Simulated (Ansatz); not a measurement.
Reaction (SMILES): [O]O (O-OH) → [O-]O (an electron is taken up)
B3LYP-D3(BJ)/def2-TZVP geometries, fixed; electronic energies without zero-point terms; positive where energy is released.

Effect of a fitting basis named in the input at wB97M-V/def2-TZVPP with Ansatz (a program for electronic structure), against the last row, where the adiabatic electron affinity is 0.50 eV. Open shells are unrestricted. The default fits or decomposes integrals by the program's own choice; accuracy: high also tightens integrals, grids and stops.

| setting | largest shift of a total energy (mEh) | shift of the adiabatic electron affinity (eV) |
|---|---|---|
| fitting: def2-SV(P)-JKFIT | -0.036 | 0.000 |
| fitting: def2-universal-JKFIT | -0.036 | 0.000 |
| fitting: cc-pVTZ-JKFIT | -0.011 | 0.000 |
| fitting: cc-pVQZ-JKFIT | -0.010 | 0.000 |
| fitting: cc-pV5Z-JKFIT | -0.009 | 0.000 |
| accuracy: high | -0.001 | 0.000 |
| accuracy: medium (default) | 0.000 | 0.000 |

Within 0.002 eV in the adiabatic electron affinity: fitting: def2-SV(P)-JKFIT; fitting: def2-universal-JKFIT; fitting: cc-pVTZ-JKFIT; fitting: cc-pVQZ-JKFIT; fitting: cc-pV5Z-JKFIT; accuracy: high. The largest shift is 0.036 mEh in a total energy and 0.000 eV in the difference.
